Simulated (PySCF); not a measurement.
# How the method moves the HOMO and LUMO of cyclobutanol

Species: cyclobutanol, C4H8O.
Cartesian coordinates in Å at the PBE0-D3(BJ)/def2-SVP level; atoms count from 1:
```xyz
13
C4H8O angstrom
O      1.3795    1.5107   -0.2561
C      0.5058    0.5977    0.3309
C     -0.9228    0.6205   -0.2170
C     -0.9550   -0.9115   -0.0556
C      0.5856   -0.8946   -0.0533
H      2.2270    1.4558    0.1969
H      0.4879    0.7038    1.4344
H     -1.6753    1.2316    0.3027
H     -0.8935    0.9118   -1.2781
H     -1.3612   -1.2098    0.9232
H     -1.4606   -1.5010   -0.8336
H      0.9842   -0.9765   -1.0765
H      1.1289   -1.5906    0.6042
```

Basis pcSseg-2 throughout (PySCF), one geometry. The structure is a single PBE0-D3(BJ)/def2-SVP conformer in the gas phase; no vibrational or solvent corrections.

Q: How do the orbital energies, the gap and the dipole change with the method?

A: 
| method | kind | HOMO (eV) | LUMO (eV) | gap (eV) | μ (D) | SCF cycles |
| --- | --- | --- | --- | --- | --- | --- |
| BLYP | GGA | -5.99 | -0.26 | 5.73 | 1.44 | 14 |
| OPBE | GGA | -5.99 | -0.15 | 5.84 | 1.38 | 14 |
| PBE | GGA | -6.06 | -0.22 | 5.84 | 1.43 | 14 |
| B97-D | GGA | -6.08 | -0.08 | 6.00 | 1.43 | 14 |
| BP86 | GGA | -6.17 | -0.07 | 6.10 | 1.43 | 14 |
| LDA | LDA | -6.20 | -0.30 | 5.90 | 1.48 | 13 |
| KT2 | GGA | -6.20 | -0.16 | 6.05 | 1.40 | 14 |
| KT3 | GGA | -6.22 | -0.40 | 5.81 | 1.38 | 14 |
| B97-2 | global hybrid | -7.31 | 0.56 | 7.87 | 1.48 | 12 |
| B3LYP | global hybrid | -7.38 | 0.20 | 7.58 | 1.50 | 12 |
| PBE0 | global hybrid | -7.59 | 0.54 | 8.12 | 1.49 | 12 |
| mPW1PW91 | global hybrid | -7.62 | 0.50 | 8.12 | 1.49 | 12 |
| CAM-B3LYP | range-separated hybrid | -9.06 | 1.19 | 10.25 | 1.55 | 12 |
| BHandHLYP | global hybrid | -9.06 | 1.04 | 10.11 | 1.57 | 12 |
| wB97X-D | range-separated hybrid | -9.49 | 2.26 | 11.75 | 1.52 | 13 |
| LC-wPBE | range-separated hybrid | -10.37 | 2.34 | 12.71 | 1.56 | 12 |
| HF | Hartree–Fock | -11.28 | 2.67 | 13.95 | 1.63 | 10 |

The HOMO spans 5.29 eV, from BLYP down to HF, and the gap runs from 5.73 eV (BLYP) to 13.95 eV (HF). Over the methods BLYP (0 %), OPBE (0 %), PBE (0 %), B97-D (0 %), BP86 (0 %), LDA (0 %), KT2 (0 %), KT3 (0 %), B97-2 (21 %), B3LYP (20 %), PBE0 (25 %), mPW1PW91 (25 %), BHandHLYP (50 %), HF (100 %), a straight line through the gap against the share of exact exchange rises by 0.81 eV for each 10 % (correlation coefficient 0.998). The dipole ranges from 1.38 D (OPBE) to 1.63 D (HF). This basis has no diffuse functions.

The vertical ΔSCF ionisation energy at CAM-B3LYP/def2-SVPD is 10.09 eV; −ε(HOMO) comes closest to it with LC-wPBE (10.37 eV).
